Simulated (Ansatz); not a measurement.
A made-up structure of CH2ClMg, doublet:

```json
{"atom": "C1", "x (Å)": "-0.6242", "y (Å)": "0.6385", "z (Å)": "-0.4516"}
{"atom": "Mg2", "x (Å)": "0.6447", "y (Å)": "-0.6595", "z (Å)": "0.4643"}
{"atom": "Cl3", "x (Å)": "2.0091", "y (Å)": "-2.0553", "z (Å)": "1.4532"}
{"atom": "H4", "x (Å)": "1.1150", "y (Å)": "-1.9555", "z (Å)": "-0.5642"}
{"atom": "H5", "x (Å)": "-0.9868", "y (Å)": "1.5707", "z (Å)": "-0.0154"}
```

It is relaxed with PBE-D4/def2-SVP and then PBE0-D4/def2-TZVP (Ansatz 0.2.0). Atoms count as bonded within 1.22 times the sum of their covalent radii (H–H: 0.88 Å). The end point is not checked to be a true minimum.

Does its bonding change? (Judge from chemistry; the calculation decides.)

The calculation gives: Yes. Formed: C1–H4; broken: Mg2–H4.

Where it ends: The first stage lowers the energy by 4.75 eV in 22 steps. It ends as CH₂ClMg ([CH2][Mg][Cl]):
C1  (-0.125, -0.032, -0.515)
Mg2  (1.006, -0.967, 0.892)
Cl3  (2.224, -1.974, 2.406)
H4  (-0.276, -0.388, -1.535)
H5  (-0.671, 0.900, -0.361)
(Å)

Labels in which every atom is bracketed show which atoms are joined, not bond orders.

For scale, one of the runs: PBE0-D4/def2-TZVP relaxation, 112 basis functions, launched by `ansatz run in.yaml --threads 2 --pin off --events-out ev --progress --plain --max-ram 4352MiB`. The run took about 5.5 s on 2 CPU threads of an AMD EPYC 9R45 (shared host).
